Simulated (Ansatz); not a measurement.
# C₂H₄Si (SMILES C=C=[SiH2]): one structure at several levels

An exercise on one series of results from a longer session: the logs are not shown, and one member is left open.

Computed with Ansatz 0.2.0, Gaussian basis. Level: single points in def2-TZVPP.

Correlated methods freeze the cores.

**Starting geometry**

SMILES `C=C=[SiH2]`, 7 atoms, charge 0, spin multiplicity 1.

Atoms are counted from 1 here; the program's logs count them from 0.

Bond lengths: C1–C2 1.537 Å, C1–H4 0.996 Å, C1–H5 1.060 Å, C2–Si3 1.730 Å, Si3–H6 1.395 Å, Si3–H7 1.521 Å. Angles: C2–C1–H4 123.1°, C2–C1–H5 113.1°, H4–C1–H5 118.0°, C1–C2–Si3 164.7°, C2–Si3–H6 126.4°, C2–Si3–H7 114.5°, H6–Si3–H7 113.3°.

Coordinates:

```
C    -1.3665   -0.3205   -1.0099
C    -0.0656   -0.1954   -0.2013
Si    1.2622    0.3824    0.7457
H    -1.8874   -1.1668   -1.0750
H    -1.8937    0.5952   -1.0933
H     1.2696    0.5809    2.1261
H     2.6339    0.0515    0.1770
```

Set-up of the first run:

run/in.yaml

```yaml
crystal:
  periodic: [false, false, false]
  atoms:
    - {symbol: C, position_ang: [-1.366500, -0.320500, -1.009900]}
    - {symbol: C, position_ang: [-0.065600, -0.195400, -0.201300]}
    - {symbol: Si, position_ang: [1.262200, 0.382400, 0.745700]}
    - {symbol: H, position_ang: [-1.887400, -1.166800, -1.075000]}
    - {symbol: H, position_ang: [-1.893700, 0.595200, -1.093300]}
    - {symbol: H, position_ang: [1.269600, 0.580900, 2.126100]}
    - {symbol: H, position_ang: [2.633900, 0.051500, 0.177000]}
basis:
  gaussian: {orbitals: def2-TZVPP}
correlation: {method: ccsd_t}
output: {forces: true}
```

The command line of these runs was not kept.

Steps of the session up to this table: CCSD(T)/def2-TZVPP; PBE0-D4/def2-TZVPP; wB97M-V/def2-TZVPP; r2SCAN-D4/def2-TZVPP; PBE-D4/def2-TZVPP; r2SCAN0-D4/def2-TZVPP; SPW92/def2-TZVPP.

One table of the session follows, with a row left open; its other results are not shown here.

```
    method  RMS force component (eV/Å)  angle to CCSD(T) forces (°)  dipole (D)
   CCSD(T)                       2.733                    reference        0.79
   PBE0-D4                       3.004                          3.9        0.89
   wB97M-V                       2.987                          4.3        0.99
 r2SCAN-D4                       2.915                          3.1        0.84
    PBE-D4                       2.883                          3.1        0.81
r2SCAN0-D4                           ?                            ?           ?
     SPW92                       2.992                          4.8        0.85
```

**Question.** Estimate the row for r2SCAN0-D4.

The run gave: RMS force component (eV/Å): 3.015; angle to CCSD(T) forces (°): 4.6; dipole (D): 0.91. In the column «RMS force component (eV/Å)» it is the highest.
